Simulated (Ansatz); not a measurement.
[SiH$_{3}$···H···H], doublet: transfer scan

Starting geometry:

```yaml
atoms:
  - { symbol: Si, position_ang: [-0.0857, 0.0000, 0.0000] }
  - { symbol: H, position_ang: [-0.5806, 1.3997, 0.0000] }
  - { symbol: H, position_ang: [-0.5806, -0.6999, 1.2122] }
  - { symbol: H, position_ang: [-0.5806, -0.6999, -1.2122] }
  - { symbol: H, position_ang: [1.3989, 0.0000, 0.0000] }
  - { symbol: H, position_ang: [2.7313, 0.0000, 0.0000] }
```

From there H5 is moved from one fragment to the other while all else, the fragments' distance too, stays fixed; atoms are numbered as listed. Energies are in kJ/mol, counted from the starting geometry at the same level. Kohn–Sham curves are unrestricted where that lies lower.

Basis 6-31G; Ansatz 0.2.0. Only valence electrons are correlated (noble-gas cores frozen).

In so small a basis the reference is far from its limit while semilocal and hybrid functionals are nearer theirs (RPA and double hybrids share much of the reference's basis error), so the functionals' errors here hold much of the reference's basis and frozen-core error, which can add to them or hide them.

Full CI is exact within this basis and frozen core; it isn't the basis-set limit.

| distance Si1-H5 (Å) | full CI | PBE | r2SCAN | PBE0 | B3LYP | wB97X-V | wB97M-V | B2PLYP | RPA-PBE |
| --- | --- | --- | --- | --- | --- | --- | --- | --- | --- |
| 1.381 | 15.7 | 22.2 | 20.7 | 19.3 | 19.6 | 17.4 | 17.1 | 16.8 | 16.5 |
| 1.485 | 0.0 | 0.0 | 0.0 | 0.0 | 0.0 | 0.0 | 0.0 | 0.0 | 0.0 |
| 1.569 | -2.1 | -8.1 | -6.3 | -5.5 | -6.1 | -3.8 | -4.0 | -3.3 | -3.3 |
| 1.652 | -1.9 | -13.3 | -9.2 | -8.2 | -9.6 | -5.0 | -5.9 | -4.0 | -4.8 |
| 1.736 | -5.1 | -19.8 | -13.7 | -12.9 | -15.2 | -9.0 | -10.7 | -7.6 | -9.8 |
| 1.820 | -15.3 | -29.6 | -22.3 | -22.2 | -25.3 | -18.8 | -21.1 | -17.2 | -21.3 |
| 1.904 | -32.0 | -41.9 | -34.8 | -35.5 | -39.3 | -33.9 | -36.3 | -32.4 | -38.5 |
| 1.988 | -49.7 | -52.9 | -47.0 | -48.6 | -52.9 | -49.1 | -51.3 | -48.3 | -56.2 |
| 2.072 | -59.3 | -54.7 | -50.9 | -53.1 | -58.2 | -55.6 | -57.7 | -56.2 | -65.5 |

(1) Judged by the spread of the error over the points with a reference (largest less smallest), which of these follows full CI best and which worst?

Answers

(1) Subtracting the full CI column from each: best B2PLYP (errors from -2.5 to 3.1, spread 5.6 kJ/mol), worst PBE (from -14.7 to 6.4, spread 21.1 kJ/mol). Functionals and wave-function methods converge differently with the basis, so part of this is basis effect.
